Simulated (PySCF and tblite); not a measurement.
The numbers below are computed, except where a source is named.
C2H6S, numbered as in [CH3:1][CH2:2][SH:3].

Search: ETKDG and KDG, MMFF94s, GFN2-xTB, 90 starts; geometries at PBE0-D3(BJ)/def2-SVP. Free energies are PBE0-D3(BJ)/def2-TZVP single points with GFN2-xTB rigid-rotor and vibrational terms (modes under about 100 cm⁻¹ blended into free rotors). Symmetry numbers and mirror images are counted. Conformers within 4 kcal/mol (GFN2-xTB free energy) were kept, 5 at most. GIAO shieldings: PBE0/pcSseg-1. Shifts are against TMS (¹H), TMS (¹³C) at the same level. Run with PySCF (density fitting) and tblite.

Torsions listed: C1–C2–S3–H3. Of a mirror pair one member is shown.

| conformer | shape | symmetry | E(GFN2) kcal/mol | E(DFT) kcal/mol |
| --- | --- | --- | --- | --- |
| 1 | 64° | C1 (pair) | 0.00 | 0.00 |
| 2 | -178° | Cs | 1.35 | 0.57 |

(1) How much do the weights at 298.15 K and the averaged shift of C1 depend on how the conformers are weighted?

Answers

(1) 
```csv
weighting,1 (%),2 (%),δ (ppm),rms dipole (D)
"DFT energy with thermal terms, symmetry and mirror images (full scheme)",77,23,21.2,1.67
DFT energy with symmetry and mirror images,84,16,21.7,1.67
bare DFT energy,72,28,20.9,1.66
GFN2-xTB energy with symmetry and mirror images,95,5,22.5,1.67
GFN2-xTB free energy,92,8,22.3,1.67
leading conformer alone,100,0,22.9,1.67
equal weights,50,50,19.3,1.66
"full scheme, search stopped after three starts",100,0,22.9,1.67
```

The largest departure from the full scheme, 1.9 ppm, comes with: equal weights.
